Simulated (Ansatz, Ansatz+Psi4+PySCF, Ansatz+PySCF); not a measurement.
```xyz
7

H    -2.4588   -0.0136    0.2394
N    -1.5579   -0.3444   -0.0702
C    -0.5018    0.5394    0.0137
C     0.8173    0.1119    0.0011
N     1.9467   -0.2548    0.0039
H    -1.3731   -1.3130    0.1449
H    -0.7284    1.5953   -0.0087
```

Basis set: cc-pVTZ (spherical functions). Frozen core: 4 orbitals. Correlation on ROHF uses semicanonical orbitals with singles. Charge 0, multiplicity 2.

Computed with Ansatz (development build ahead of 0.2.0); each method stands on the lowest determinant of its kind that the runs found.

Task: Give the atomization energy at this shape (free ground-state atoms in the same class of orbitals less the molecule, no zero-point energy) of doublet C2H3N2 by ROHF-MP2, UHF-MP2.

Result:

```tsv
method	atomization energy
ROHF-MP2	29.62 eV
UHF-MP2	29.02 eV
```

Caution: forces differ strongly between restricted and unrestricted references. Caution for UHF-MP2: the unrestricted determinant is spin contaminated.
